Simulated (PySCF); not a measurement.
**A rate constant, worked out**

An elementary step of CH$_{8}$AlN, closed shell (CH₅N ([CH3][NH2]) + AlH₃ → CH₆AlN ([CH3][NH][AlH2]) + H₂; Al–H, H–N broken or loosened, Al–N, H–H formed or tightened). The start structure is the complex of the reactants, bound by 1.46 eV, and the electronic barrier above it is 1.474 eV by CCSD(T) at an estimated basis limit (MP2 extrapolated from triple and quadruple zeta, plus CCSD(T) − MP2 in triple zeta). Program: PySCF 2.14 with density fitting (its default auxiliary sets; JK sets also for MP2 and CCSD(T)). Basis: def2-TZVPP and def2-QZVPP. Cores are frozen in the correlated methods. Extrapolation: Hartree–Fock as exp(−7.88 √X), correlation as X^−2.97. Harmonic wavenumbers (analytic Hessian with the translational sum rule) at PBE0-D4/def2-TZVP (PySCF 2.14 with density fitting (its default auxiliary sets; JK sets also for MP2 and CCSD(T))), in cm⁻¹:

Start: 105, 188, 190, 413, 415, 527, 683, 759, 765, 772, 1011, 1038, 1060, 1241, 1342, 1454, 1500, 1502, 1642, 1837, 1839, 1856, 3064, 3146, 3166, 3504, 3573.

Saddle: 1197i, 122, 174, 199, 453, 555, 590, 671, 717, 743, 923, 1057, 1111, 1143, 1357, 1433, 1459, 1487, 1512, 1814, 1845, 1923, 1929, 3019, 3077, 3102, 3586.

Q: Work out the transition-state-theory rate constant at 900 K from these numbers alone (harmonic vibrations; rotation, path degeneracy and anharmonicity left out), and the Wigner tunnelling factor. Use 1 cm⁻¹ = 1.2398 × 10⁻⁴ eV and k_B = 8.617 × 10⁻⁵ eV/K.

A: Zero-point energies, half the sums: start 38592/2 cm⁻¹ = 2.3924 eV; saddle, real modes only, 36001/2 cm⁻¹ = 2.2318 eV.
Barrier with zero-point energy: 1.474 + 2.2318 − 2.3924 = 1.3134 eV.
k_BT = 0.07756 eV, so the barrier is 16.93 k_BT.
Vibrational partition functions from the zero-point level, ln q = −Σ ln(1 − exp(−hν/k_BT)): start 9.489, saddle 8.874.
k = (k_BT/h) exp(ln q‡ − ln q) exp(−E0/k_BT), with log₁₀(k_BT/h in s⁻¹) = 13.27: log₁₀ k = 13.27 + (-0.615 − 16.93)/2.3026 = 5.65, so k ≈ 4 × 10^(5) s⁻¹.
Wigner factor: 1 + (hν‡/k_BT)²/24 = 1 + (1.91)²/24 = 1.15. A change of 1 kcal/mol (0.043 eV) in the barrier would change k by a factor of 1.7 at this temperature.

No T1 diagnostic of these runs exceeds 0.013.

The step is the kind of exchange with an N–H group that builds nitride films in atomic layer and chemical vapour deposition.

Labels in which every atom is bracketed show which atoms are joined, not bond orders.

For scale, one of the runs: CCSD(T)/def2-TZVPP, 216 basis functions, launched by `OMP_NUM_THREADS=4 python run.py`. Time: 9.4 min of wall clock on 4 CPU threads of an Arm Neoverse V1; the host was shared. Peak host memory: 2.8 GiB.
